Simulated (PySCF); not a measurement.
**C4H7OP: core ionisation energies**

C4H7OP.
Geometry (GFN2-xTB, Å), atoms numbered from 1 in this order:
```
atom  x, y, z in Å
C1     2.0052    1.7041    0.7434
C2     1.1670    1.0200    0.2229
P3    -0.0120    0.0308   -0.6682
C4    -1.6205    0.5320    0.0453
C5     0.3204   -1.6628   -0.0607
O6     0.0694    0.1741   -2.1250
H7     2.7270    2.3009    1.2222
H8    -1.6292    0.4437    1.1270
H9    -1.8100    1.5637   -0.2446
H10   -2.3923   -0.1005   -0.3905
H11    1.3127   -1.9518   -0.4024
H12   -0.4125   -2.3318   -0.5092
H13    0.2704   -1.7218    1.0221
```

Computed with delta-SCF UKS SCAN, pcX-2 on the ionised atom, pcseg-1 elsewhere, spin-free X2C in PySCF. Vertical ΔSCF values, vacuum level as zero.

Task: List the computed XPS lines with their assignment.

Result: 
| atom(s) | bonded to | level | binding energy (eV) | 2p1/2 (eV) | above the level's lowest (eV) | count |
| --- | --- | --- | --- | --- | --- | --- |
| C1 | C (triple bond) and H | C 1s | 290.82 | – | +0.13 | 1 |
| C2 | C (triple bond) and P | C 1s | 290.69 | – | 0.00 | 1 |
| P3 | O (double bond) and 3 C | P 2p3/2 | 138.26 | 139.15 | 0.00 | 1 |
| P3 | O (double bond) and 3 C | P 1s | 2152.33 | – | 0.00 | 1 |
| C4/C5 | 3 H and P | C 1s | 290.88 | – | +0.19 | 2 |
| O6 | P (double bond) | O 1s | 536.11 | – | 0.00 | 1 |

The 3 C 1s values lie within 0.19 eV of each other; Gaussian lines of 0.5 eV full width would blend them into one maximum.

Task: Which photon wavelength matches the P 1s of P3 threshold?

Result: λ = hc/E = 12398.42 eV Å / 2152.33 eV = 5.760 Å.

Atoms equivalent by their bonding share one computed value, that of the first of them. The unrestricted hole states depart most from a pure doublet (⟨S²⟩ = 0.75; over 0.85 named) for C 1s of C2 (0.85), which makes this value less certain. The 2p values add to the ΔSCF energy of one spin-free hole a correction within the shell (spin–orbit coupling, ligand field). 2p1/2 minus 2p3/2 (ligand field included): P 0.89 eV. Isolated species at its GFN2-xTB geometry, gas phase.
